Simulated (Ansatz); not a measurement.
Molecule: C₃H₅, net charge -1, singlet state. It need not be the lowest isomer of its formula. Whether it binds its extra electron was not tested at this geometry. 
Geometry from a B3LYP-D3(BJ)/def2-TZVP (Ansatz, a program for electronic structure) optimisation:
```xyz
8

C      1.2258     0.1731     0.0089
C     -0.0311     0.6439    -0.0092
H      1.4781    -0.9136     0.0264
H      2.1064     0.8231     0.0081
C     -1.0916    -0.4392    -0.0040
H     -0.6973    -1.4882     0.0142
H     -1.7609    -0.3317     0.8619
H     -1.7448    -0.3560    -0.8848
```
Charge -1, spin multiplicity 1.

Basis-set convergence of Hartree-Fock and CCSD(T) correlation energies (hartree) with Ansatz. Cores are frozen in the correlated levels unless marked. No spin-orbit coupling. Non-relativistic. This anion needs diffuse functions, which these sets lack.

```tsv
basis	functions	E(HF)	E(corr, CCSD(T))
cc-pVDZ	-	-116.39582	-0.47804
cc-pVTZ	160	(withheld)	(withheld)
```

Q: Some entries are withheld; supply them.

A: 
- cc-pVTZ, E(HF): -116.43545
- cc-pVTZ, E(corr, CCSD(T)): -0.57448
